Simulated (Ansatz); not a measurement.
C8H8 can be A, `CC#CC#CC1CC1`, or B, `C=Cc1ccccc1`.

Isolated molecules relaxed with PBE0-D4/def2-TZVP in Ansatz; ΔE leaves out vibrations. CCSD(T)/CBS is the MP2 limit (def2-TZVPP, def2-QZVPP) plus CCSD(T) − MP2 in def2-TZVPP, frozen cores. Functionals use def2-TZVPP. B3LYP here is the variant with VWN-RPA as its local correlation; programs differ in this. One conformer a species, not always the lowest.

Q: Which is lower in electronic energy at CCSD(T)/CBS, and by how much? (Estimate.)

A: Ansatz gave: B, by 80.6 kcal/mol.

Q: Give E(B) − E(A) in kcal/mol with MP2/def2-TZVPP, B3LYP, CCSD(T)/def2-TZVPP, B2PLYP, CCSD/def2-TZVPP, LDA (SPW92), ωB97M-V. (Best estimate.)

A: Ansatz gave: MP2/def2-TZVPP -78.7, B3LYP -77.7, CCSD(T)/def2-TZVPP -80.1, B2PLYP -77.9, CCSD/def2-TZVPP -78.6, LDA (SPW92) -82.9, ωB97M-V -80.9. None reverses the order clearly.

Largest T1 diagnostic: 0.011.

From BLYP to BHLYP (50 % exact exchange), in def2-TZVPP and without D4, E(B) − E(A) moves by −7.5 kcal/mol. The D4 term adds −4.5 kcal/mol with B3LYP and −2.4 kcal/mol with PBE0; it sums over pairs of atoms, weighted by their polarisabilities, and B3LYP, whose exchange is more repulsive, gets the larger term.
